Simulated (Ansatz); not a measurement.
[NH2···H···OH], doublet: transfer scan

Starting geometry:

```xyz
6

N    -1.1775    0.0111   -0.0261
H    -1.4748    0.9789   -0.0261
H    -1.4748   -0.3912    0.8542
H    -0.1651    0.0111   -0.0261
O     1.1395    0.0111   -0.0261
H     1.3913   -0.9289   -0.0261
```

From there H4 is moved from one fragment to the other while all else, the fragments' distance too, stays fixed; atoms are numbered as listed. Energies are in kcal/mol, counted from the starting geometry at the same level. Kohn–Sham curves are unrestricted where that lies lower.

Basis cc-pVDZ; Ansatz 0.2.0. Only valence electrons are correlated (noble-gas cores frozen). Prefix R: restricted or restricted open-shell reference; prefix U: unrestricted.

In so small a basis the reference is far from its limit while semilocal and hybrid functionals are nearer theirs (RPA and double hybrids share much of the reference's basis error), so the functionals' errors here hold much of the reference's basis and frozen-core error, which can add to them or hide them.

Full CI isn't at hand for all of this; UCCSDT(Q) serves as the reference, and is uncertain by about the last step of the cluster series.

| distance N1-H4 (Å) | UCCSDT(Q) | PBE | r2SCAN | PBE0 | B3LYP | wB97M-V | B2PLYP | RPA-PBE |
| --- | --- | --- | --- | --- | --- | --- | --- | --- |
| 1.012 | 0.0 | 0.0 | 0.0 | 0.0 | 0.0 | 0.0 | 0.0 | 0.0 |
| 1.057 | -0.7 | -2.3 | -2.0 | -1.6 | -1.7 | -1.2 | -1.4 | -1.6 |
| 1.147 | -1.9 | -4.6 | -4.2 | -3.5 | -3.4 | -2.7 | -3.4 | -2.7 |
| 1.237 | -5.5 | -5.5 | -5.8 | -5.4 | -5.0 | -5.1 | -5.9 | -3.5 |
| 1.327 | -9.0 | -4.3 | -6.2 | -6.5 | -5.7 | -7.1 | -7.8 | -3.5 |
